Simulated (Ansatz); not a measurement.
Molecule: PH₂, net charge 1, singlet state. 
Geometry from a B3LYP-D3(BJ)/def2-TZVP (Ansatz, a quantum-chemistry and plane-wave program) optimisation:
```xyz
3

P     -0.0049    -0.0032     0.1166
H      0.0381     1.0494    -0.8469
H      0.0361    -1.0020    -0.9025
```
Charge +1, spin multiplicity 1.

Basis-set convergence of Hartree-Fock and CCSD(T) correlation energies (hartree) with Ansatz. Cores are frozen in the correlated levels unless marked. No spin-orbit coupling. No relativistic terms.

The Hartree-Fock reference is unstable (checked in the largest basis), which strains HF and MP2. 

| basis | functions | E(HF) | E(corr, CCSD(T)) |
|---|---|---|---|
| def2-SVP | 28 | -341.42018 | -0.12840 |
| def2-TZVPP | 70 | -341.53984 | -0.15508 |
| def2-QZVPP | 130 | -341.54975 | -0.16234 |

Extrapolating the two largest sets (X = 3 and 4) as X^-3: E(corr) = (64·(-0.16234) - 27·(-0.15508))/37 = -0.1676 Eh, an estimate of the basis-set limit. The largest set recovers 96.8 % of it, the smallest 76.6 %.
